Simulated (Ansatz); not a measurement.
All values below come from B3LYP-D3(BJ)/def2-TZVP (Ansatz, a quantum-chemistry and plane-wave program). No frequencies were computed at this level.

Ansatz 0.2 input:
```yaml
crystal:
  periodic: [false, false, false]
  atoms:
    - { symbol: C, position_ang: [0.0, 0.0, 0.0] }
    - { symbol: H, position_ang: [-0.528536, -0.171747, 0.928566] }
    - { symbol: H, position_ang: [0.243251, 1.050828, -0.087573] }
    - { symbol: H, position_ang: [-0.626197, -0.295821, -0.831534] }
    - { symbol: H, position_ang: [0.911481, -0.583262, -0.009459] }
basis:
  gaussian: { orbitals: def2-tzvp }
hamiltonian:
  xc: b3lyp
  dispersion: d3bj
relax:
  max_steps: 150
```

Output:

```
Functional definition: B3LYP
356 factors; their error is unknown
mean field evaluation 1: about -1097.4570 eV, gradient 5.0e1 eV
mean field evaluation 2: about -1095.4442 eV, gradient 5.4e1 eV
mean field evaluation 4: about -1103.0884 eV, gradient 7.1e-2 eV
mean field evaluation 8: about -1103.0787 eV, gradient 7.3e-4 eV
mean field -1103.07868040 eV, -40.5373938110 hartree, gradient 2.1e-5 eV, S^2 0.000000; 0 other end points of the search recorded, 0 dependent functions left out
reference -1103.07885963 eV, -40.5374003975 hartree; 5, 5 occupied and 50, 50 virtual orbitals, 356 factors
relax step   1: F+E_penalty+E_count = -1103.13076555 eV  Δ(F+E_penalty+E_count) = +0.000e0 eV  max|allowed force component| = 2.379e-1 eV/Å  Δτ_max = 0.0000 Å  (21 SCF iters, accepted)
these checks for a lower state are left out or cut short: starts, cluster_reference, orbital_swaps, neighbouring_geometries, increment
356 factors; their error is unknown
mean field evaluation 16: about -1103.0818 eV, gradient 2.5e-1 eV
mean field -1103.08186558 eV, -40.5375108644 hartree, gradient 1.8e-6 eV, S^2 0.000000; 0 other end points of the search recorded, 0 dependent functions left out
reference -1103.08204524 eV, -40.5375174667 hartree; 5, 5 occupied and 50, 50 virtual orbitals, 356 factors
relax step   2: F+E_penalty+E_count = -1103.13393929 eV  Δ(F+E_penalty+E_count) = -3.174e-3 eV  max|allowed force component| = 6.453e-2 eV/Å  Δτ_max = 0.0051 Å  (25 SCF iters, accepted)
these checks for a lower state are left out or cut short: starts, cluster_reference, orbital_swaps, neighbouring_geometries, increment
356 factors; their error is unknown
mean field -1103.08212716 eV, -40.5375204773 hartree, gradient 1.8e-6 eV, S^2 0.000000; 0 other end points of the search recorded, 0 dependent functions left out
reference -1103.08230698 eV, -40.5375270855 hartree; 5, 5 occupied and 50, 50 virtual orbitals, 356 factors
relax step   3: F+E_penalty+E_count = -1103.13419662 eV  Δ(F+E_penalty+E_count) = -2.573e-4 eV  max|allowed force component| = 7.357e-4 eV/Å  Δτ_max = 0.0019 Å  (25 SCF iters, accepted)
356 factors; their error is unknown
mean field evaluation 32: about -1103.0820 eV, gradient 2.5e-1 eV
mean field -1103.08212716 eV, -40.5375204773 hartree, gradient 1.8e-6 eV, S^2 0.000000; 1 other end points of the search recorded, 0 dependent functions left out
reference -1103.08230698 eV, -40.5375270855 hartree; 5, 5 occupied and 50, 50 virtual orbitals, 356 factors
Total energy: -1103.13437644 eV, -40.5394406028 hartree
Atom 0 at     0.000000    -0.000000    -0.000000 Å, force     0.000000    -0.000000    -0.000000 eV/Å
Atom 1 at    -0.531968    -0.172862     0.934596 Å, force    -0.000370    -0.000120     0.000650 eV/Å
Atom 2 at     0.244831     1.057652    -0.088142 Å, force     0.000170     0.000736    -0.000061 eV/Å
Atom 3 at    -0.630263    -0.297742    -0.836934 Å, force    -0.000439    -0.000207    -0.000582 eV/Å
Atom 4 at     0.917400    -0.587049    -0.009520 Å, force     0.000638    -0.000408    -0.000007 eV/Å
Dipole moment:     0.000000    -0.000000    -0.000000 e Å
```

Cost: around 1.3 core-seconds (rough).
